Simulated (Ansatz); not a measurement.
Gold, fcc: convergence with the k-point mesh

Computed with Ansatz, PBE, scalar-relativistic PAW, on the relaxed cell (a = 4.157 Å; spin not included). Errors count from a run at 420 eV on a Γ-centred 21×21×21 mesh with Fermi-Dirac smearing of 0.1 eV, extrapolated to zero width. Fixed here: cutoff 420 eV, Fermi-Dirac width 0.1 eV. The SCF starts from atomic densities corrected by a trained network.

| k-mesh | E(σ→0) error (meV/atom) | P (GPa) | SCF iterations |
| --- | --- | --- | --- |
| 2×2×2 | 3106.6 | 41.81 | 6 |
| 3×3×3 | -365.2 | -5.10 | 6 |
| 5×5×5 | -108.0 | -0.68 | 6 |
| 6×6×6 | 61.7 | 1.14 | 6 |
| 8×8×8 | 32.6 | 0.86 | 6 |
| 11×11×11 | -9.1 | 0.04 | 6 |
| 19×19×19 | -0.2 | 0.12 | 6 |

Question: What does the run at 14×14×14 give (k-mesh)?

Answer: E(σ→0) error (meV/atom): 1.3; P (GPa): 0.13; SCF iterations: 6.

Within 5 meV/atom of the last row: from 14×14×14 on.
